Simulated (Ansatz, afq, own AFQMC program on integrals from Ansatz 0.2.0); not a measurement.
**Where AFQMC and coupled cluster stand for GeH2, singlet**

```xyz
3

Ge   -0.5707    0.4056   -0.2640
H     0.7845    0.7455    0.5100
H    -0.2138   -1.1511   -0.2460
```

Basis def2-TZVP. Only valence electrons are correlated. AFQMC by an in-house program on the Cholesky factors that Ansatz 0.2.0 writes for its CCSD(T) run. ph-AFQMC/CISD is guided by a CISD state made of CCSD amplitudes; releasing the constraint for a short imaginary time cuts its bias at the price of noise, slowly where states lie close. ± is one standard error of the sampling. No spin–orbit coupling.

Determinant: UHF, the one that the program's search chose, which needn't be the lowest solution. The geometry is a PBE0/def2-SVP stationary point of this or a neighbouring charge and spin state.

No full CI on the walks' own integrals is used here; CCSDTQ serves as the reference and is uncertain by about the last step of the cluster series.

Cautions: no relativity below Rb; no spin-orbit coupling; inner d shell frozen; an unrestricted solution with more broken spin lies lower (35 meV, ⟨S²⟩ 0.25), while this determinant keeps restricted orbitals.

The T1 diagnostic is 0.0135. The weight of the determinant in the CISD state is 0.913. The ⟨S²⟩ of the determinant is 0.000. The size of the correlated space is 6 electrons in 46 orbitals.

```json
{"level": "MP2", "correlation energy (eV)": "-2.6573"}
{"level": "CCSD", "correlation energy (eV)": "-3.3545"}
{"level": "CCSD(T)", "correlation energy (eV)": "-3.4371"}
```

(1) Estimate where phaseless AFQMC with a CISD trial lies against CCSD(T) on the same integrals.

(1) 0.35 ± 0.04 kcal/mol below CCSD(T).

Reference: CCSDTQ, correlation energy -3.458 eV. The released energy is read at 2.40 1/Eh (meV from the phaseless value at times in 1/Eh: -2.2 ± 1.4 at 0.24, -2.8 ± 1.5 at 0.51, -3.8 ± 1.2 at 0.99, -5.0 ± 1.1 at 1.62, -6.2 ± 0.9 at 2.40).

```
         level  E − E(reference) (kcal/mol)  share of correlation (%)
       CCSD(T)                         0.48                     99.40
         CCSDT                         0.08                     99.90
      CCSDT(Q)                         0.01                     99.98
 ph-AFQMC/CISD                  0.12 ± 0.04                     99.84
released AFQMC                 -0.02 ± 0.02                    100.02
```

CCSDT and higher add their correlation energy to the determinant of the CCSD(T) run, since their own runs factorise the integrals more tightly (a shift of under 2 meV). A walk keeps the symmetry of its determinant, which the program's search chose and which needn't be the lowest solution, so a lower state of the same spin and another symmetry isn't excluded. Released energies are given only where the last usable release times agree within the noise; a slower fall can still hide under it.
